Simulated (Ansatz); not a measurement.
# CH3BS, SMILES B1CS1: an active-space calculation

Program: the Python package of Ansatz (0.2.0).

`run_cas.py`
```python
'''Static correlation in CH3BS: natural occupations of an active space.'''

import ansatz as az


def main() -> None:
    geometry_ang = [
        ('B', (-0.6147, -0.763, -0.0913)),
        ('C', (0.2651, 0.5157, 0.1405)),
        ('S', (1.1163, -0.8557, 0.69)),
        ('H', (-1.3252, -1.1208, -0.9325)),
        ('H', (0.6786, 0.9563, -0.8071)),
        ('H', (-0.078, 1.2035, 0.9542)),
    ]
    molecule = az.Crystal.molecule()
    for symbol, xyz in geometry_ang:
        molecule = molecule.atom(symbol, xyz)

    job = (
        molecule.calculation()
        .basis(gaussian='def2-SVP')
        .correlation(active_electrons=4, active_orbitals=4)  # correlation on top of the mean field
    )
    for method in ['sc_nevpt2']:
        report = (job if method is None else job.correlation(method)).run(threads=1, pin='off').report
        space = report['configurations']
        state = space['states'][0]
        print(method or 'casscf', f'total {report["free_energy_ev"] / 27.211386246:.6f} Ha, active-space state {state["energy"]["hartree"]:.6f} Ha, mean field {report["reference_energy_ev"] / 27.211386246:.6f} Ha')
        print('  determinants', state['n_determinants'], ' natural occupations', [round(n, 3) for n in space['natural_occupations']])
    print('effectively unpaired electrons, sum of min(n, 2 - n):', round(sum(min(n, 2 - n) for n in space['natural_occupations']), 3))


if __name__ == '__main__':
    main()
```

Running `python run_cas.py` prints:
```text
RunWarning: the results are in doubt because another end's mean lies 0.055 eV lower, and its corrected mean 0.017 eV higher
sc_nevpt2 total -461.951261 Ha, active-space state -461.634384 Ha, mean field -461.601853 Ha
  determinants 36  natural occupations [1.977, 1.963, 0.041, 0.02]
effectively unpaired electrons, sum of min(n, 2 - n): 0.121
```
(Warnings from the package without file and line.)

Reading the output:
- Total energies depend on the basis set; only differences at equal settings carry meaning.
- The geometry is a force-field or estimated start, not a minimum of this method, and the basis set is short of its limit. The active space starts as a window about the frontier orbitals and is then optimised, not chosen by chemistry.
- A lower CASSCF solution was found and passed over, so the printed active-space state isn't the lowest.
- Wall time of the script: 3.8 s on 1 thread of Arm Neoverse V1, on a shared host, peak memory 0.16 GiB.

(Lines on the test bed's own set-up are left out of the output.)
